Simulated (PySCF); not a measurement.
Frontier levels across methods

Compound: lithium hydride, LiH.
SMILES with atom numbers: `[LiH:1]` (hydrogens: H2 on Li1)

Basis pcSseg-2 throughout (PySCF), one geometry. Isolated species at its PBE0-D3(BJ)/def2-SVP geometry, gas phase.

Problem. How do the orbital energies, the gap and the dipole change with the method?

Solution. 
```tsv
method	kind	HOMO (eV)	LUMO (eV)	gap (eV)	μ (D)	SCF cycles
OPBE	GGA	-4.28	-1.70	2.58	5.60	11
BLYP	GGA	-4.32	-1.68	2.64	5.59	10
PBE	GGA	-4.36	-1.59	2.77	5.60	10
B97-D	GGA	-4.37	-1.56	2.81	5.69	10
KT2	GGA	-4.38	-1.44	2.94	5.53	10
LDA	LDA	-4.39	-1.51	2.89	5.60	10
KT3	GGA	-4.42	-1.85	2.57	5.49	11
BP86	GGA	-4.45	-1.36	3.09	5.70	10
B97-2	global hybrid	-5.21	-1.09	4.12	5.77	10
B3LYP	global hybrid	-5.32	-1.37	3.94	5.72	10
PBE0	global hybrid	-5.45	-1.09	4.36	5.74	10
mPW1PW91	global hybrid	-5.47	-1.19	4.28	5.76	10
BHandHLYP	global hybrid	-6.53	-0.85	5.68	5.82	9
CAM-B3LYP	range-separated hybrid	-6.87	-0.71	6.16	5.77	10
wB97X-D	range-separated hybrid	-7.35	0.04	7.39	5.90	11
LC-wPBE	range-separated hybrid	-8.18	-0.02	8.16	5.86	10
HF	Hartree–Fock	-8.21	0.03	8.24	6.00	7
```

The HOMO spans 3.93 eV, from OPBE down to HF, and the gap runs from 2.57 eV (KT3) to 8.24 eV (HF). Over the methods OPBE (0 %), BLYP (0 %), PBE (0 %), B97-D (0 %), KT2 (0 %), LDA (0 %), KT3 (0 %), BP86 (0 %), B97-2 (21 %), B3LYP (20 %), PBE0 (25 %), mPW1PW91 (25 %), BHandHLYP (50 %), HF (100 %), a straight line through the gap against the share of exact exchange rises by 0.55 eV for each 10 % (correlation coefficient 0.995). The dipole ranges from 5.49 D (KT3) to 6.00 D (HF). This basis has no diffuse functions.

Reference dipole: 5.88 D (measured, gas; NIST CCCBDB Release 22 (SRD 101), experimental dipoles); nearest here: LC-wPBE (5.86 D) and wB97X-D (5.90 D). 

The vertical ΔSCF ionisation energy at PBE0/def2-SVPD is 7.95 eV; −ε(HOMO) comes closest to it with LC-wPBE (8.18 eV).
